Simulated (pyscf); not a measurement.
Thermochemistry of product channels of HO–Zr(OH)(Cl)–Cl (SMILES [OH][Zr]([OH])([Cl])[Cl]) + NH₃ (SMILES N) on the singlet surface, in kcal/mol, from ωB97M-D3(BJ)/def2-TZVP energies (ideal gas, 1 atm, RRHO with modes under 100 cm⁻¹ raised to 100, one conformer, R ln 2 for chiral ones without a mode under 150 cm⁻¹). PySCF, gas phase, ωB97X-D3(BJ)/def2-SVP geometries.

```json
[
 {"products": "H₂O (SMILES O) + H₂N–Zr(OH)(Cl)–Cl (SMILES [NH2][Zr]([OH])([Cl])[Cl])", "ΔE": "+16.3", "ΔH(298 K)": "+15.8", "ΔG(298 K)": "+15.2", "ΔG(600 K)": "+14.5"},
 {"products": "H₂N–Zr(OH)(OH)–Cl (SMILES [NH2][Zr]([OH])([OH])[Cl]) + HCl (SMILES Cl)", "ΔE": "+24.0", "ΔH(298 K)": "+21.5", "ΔG(298 K)": "+21.1", "ΔG(600 K)": "+20.4"}
]
```

These are energies of the channels, which say nothing of barriers. Elements past Kr carry the def2 core potentials, without spin-orbit coupling.
